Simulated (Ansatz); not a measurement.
Results of PBE-D3(BJ) (PAW; Ansatz, a first-principles code) for cuprite Ag₂O.

Settings: plane-wave cutoff 520 eV, 8×8×8 k mesh, Fermi–Dirac smearing 0.01 eV, no spin polarisation, scalar-relativistic PAW data made under PBE.

Energies at three volumes about the minimum:

| V (Å³/atom) | E − E_lowest (meV/atom) |
|---|---|
| 17.551 | 1.81 |
| 17.909 | 0.00 |
| 18.267 | 1.71 |

Problem. Fit a parabola by hand: where is the minimum, what lattice constant follows, and what is the bulk modulus?

Solution. Slopes: (0.00 − 1.81)/(17.909 − 17.551) = -5.056 and (1.71 − 0.00)/(18.267 − 17.909) = 4.777 meV/Å³. Curvature E″ = 2 × (4.777 − (-5.056))/(18.267 − 17.551) = 27.466 meV/Å⁶. From the middle of the first interval, the slope vanishes at V0 = 17.7300 − (-5.056)/27.466 = 17.914 Å³/atom. B = V0 E″ = 17.914 × 27.466 meV/Å³ × 0.1602 GPa per meV/Å³ = 78.8 GPa. With 6 atoms in the cube, a = (6 × 17.914)^(1/3) = 4.755 Å. The full Birch–Murnaghan fit to all volumes gives V0 = 17.907 Å³/atom and B0 = 78.7 GPa.

Measured, for comparison: lattice constant a 4.745 Å (15 K, zero-point motion not removed; as tabulated in Gupta et al. (2014), arXiv:1311.4701).

Note: the gap of the solid is closed in this run; this level leaves the solid without a gap, although one is measured.
